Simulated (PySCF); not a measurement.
Compound: 3,3-dimethyl-1-butene, C6H12.
Numbering: `[CH2:1]=[CH:2][C:3]([CH3:4])([CH3:5])[CH3:6]` (hydrogens: H7, H8 on C1; H9 on C2; H10, H11, H12 on C4; H13, H14, H15 on C5; H16, H17, H18 on C6)

Level of theory: TDDFT PBE0/def2-SVPD, vertical, gas phase, core orbitals frozen in the response (PySCF). Isolated species at its GFN2-xTB geometry, gas phase. Torsions of this conformer, `[CH2:1]=[CH:2][C:3]([CH3:4])([CH3:5])[CH3:6]`: C1–C2–C3–C4 121°.

Each state is given a Gaussian of 0.4 eV full width at half maximum, with ε(max) = 2.175×10⁸ f / Δν̃ (Δν̃ the width in cm⁻¹). The width is an assumption, not a result. The curve ends short of the highest state used, and states not computed would add to its high-energy end.

λ (nm), ε (L mol⁻¹ cm⁻¹) and a bar:
```
    161.6      19780 #####################
    162.2      22487 ########################
    162.7      24498 ##########################
    163.2      26187 ###########################
    163.8      27678 #############################
    164.3      28408 ##############################
    164.9      28627 ##############################
    165.4      28266 ##############################
    165.9      27443 #############################
    166.5      25927 ###########################
    167.0      24311 #########################
    167.6      22078 #######################
    168.1      20078 #####################
    168.6      18044 ###################
    169.2      15664 ################
    169.7      13804 ##############
    170.3      11784 ############
    170.8      10310 ###########
    171.3       9036 #########
    171.9       7768 ########
    172.4       6911 #######
    173.0       6090 ######
    173.5       5549 ######
    174.0       5109 #####
    174.6       4678 #####
    175.1       4375 #####
    175.7       4049 ####
    176.2       3793 ####
    176.8       3491 ####
    177.3       3237 ###
    177.8       2980 ###
    178.4       2668 ###
    178.9       2407 ###
    179.5       2100 ##
    180.0       1852 ##
    180.5       1616 ##
    181.1       1352 #
    181.6       1152 #
    182.2        937 #
    182.7        779 #
    183.2        641 #
    183.8        501 #
    184.3        403 
    184.9        306 
    185.4        241 
    185.9        187 
    186.5        137 
    187.0        104 
    187.6         74 
    188.1         56 
    188.6         41 
    189.2         28 
    189.7         21 
    190.3         14 
    190.8         10 
    191.4          7
```

Question: Where are the band maxima, and which computed states make them?

Answer: 165 nm (7.52 eV), ε about 29000, made up of S2 (99%) (ε in L mol⁻¹ cm⁻¹; maxima over ε = 5, shares over 10%). The states used: S1 7.08 eV (f 0.051); S2 7.53 eV (f 0.422); S3 7.78 eV (f 0.0023); S4 7.82 eV (f 0.0007); S5 7.92 eV (f 0.0022); S6 8.27 eV (f 0.0083).

Question: Coming from long wavelengths, where does ε first pass 100 L mol⁻¹ cm⁻¹?

Answer: At about 187 nm (6.63 eV), 0.45 eV below S1.

Question: What would ε be at 7.52 eV, the highest of these maxima, with half the width (0.2 eV)?

Answer: About 56800 L mol⁻¹ cm⁻¹ against 28600, a factor of about 1.98; a lone state at its own centre would give exactly 2.
